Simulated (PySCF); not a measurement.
C2H6OP2.
Z-matrix (Å and degrees, PBE0-D3(BJ)/def2-SVP geometry), rows numbered from 1:
```
C 
O   1  1.4008
C   2  1.3828  1  113.98
P   3  1.9008  2  119.10  1   -81.37
P   4  2.0238  3  105.87  2   -16.80
H   1  1.0983  2  107.60  3   179.73
H   1  1.1066  2  111.25  3   -61.18
H   1  1.1059  2  112.07  3    60.25
H   3  1.1090  2  111.83  1    42.06
H   3  1.1040  2  108.18  1   159.42
H   5  1.4377  4   96.73  3     0.71
```

Computed with PySCF at PBE0/def2-SVPD, non-relativistic, on one gas-phase PBE0-D3(BJ)/def2-SVP geometry that isn't relaxed in the solvent. The solvent is an IEF-PCM continuum (Bondi radii, 1.10 Å for H, scaled by 1.2), and excitations are vertical TDDFT with non-equilibrium linear response and a frozen core. Specific hydrogen bonds and non-electrostatic terms are outside this model.

Gas-phase singlets (H = HOMO, L = LUMO):

```
state  E (eV)  λ (nm)      f  leading configurations
   S1   3.354     370  0.003      H→L 81%, H-1→L 17%
   S2   3.905     318  0.002               H-2→L 98%
   S3   4.540     273  0.115      H-1→L 76%, H→L 16%
   S4   4.634     268  0.003               H-3→L 98%
   S5   6.222     199  0.007  H-1→L+1 46%, H→L+1 35%
```

Task: Give the list for acetonitrile (ε = 35.69), n² = 1.81.

Result: 
```
state  E (eV)  λ (nm)      f  leading configurations  change by rank (eV)
   S1   3.308     375  0.004      H→L 86%, H-1→L 12%               -0.046
   S2   3.907     317  0.002               H-2→L 97%               +0.002
   S3   4.427     280  0.164      H-1→L 82%, H→L 12%               -0.113
   S4   4.551     272  0.005               H-3→L 98%               -0.083
   S5   6.082     204  0.004               H-4→L 98%               -0.140
```

Task: The ground-state energy changes by -0.155 eV from gas to acetonitrile. By how much does the total energy of gas-phase S1 change?

Result: E(S1) = E(S0) + excitation energy, so it changes by -0.155 − 0.046 = -0.201 eV: it is lowered more than the ground state, which is what a red shift means. This is the vertical state, with the slow part of the continuum still set for S0.

Task: How do the frontier levels move from gas to acetonitrile?

Result: 
```
orbital  gas (eV)  solvent (eV)  change (eV)
 LUMO+2      0.54          0.72        +0.18
 LUMO+1      0.29          0.38        +0.09
   LUMO     -2.57         -2.54        +0.03
   HOMO     -7.23         -7.17        +0.06
 HOMO-1     -7.45         -7.43        +0.02
 HOMO-2     -7.92         -7.93        -0.01
 HOMO-3     -8.46         -8.36        +0.10
```

The HOMO–LUMO gap goes from 4.66 to 4.63 eV.

On Intel Xeon 6975P-C, one thread, shared host with 192 logical CPUs at a one-minute load of 38, this took 8.6 s of wall time and 0.74 GiB of memory at its peak. This is the whole response run at PBE0/def2-SVPD in acetonitrile, SCF included.
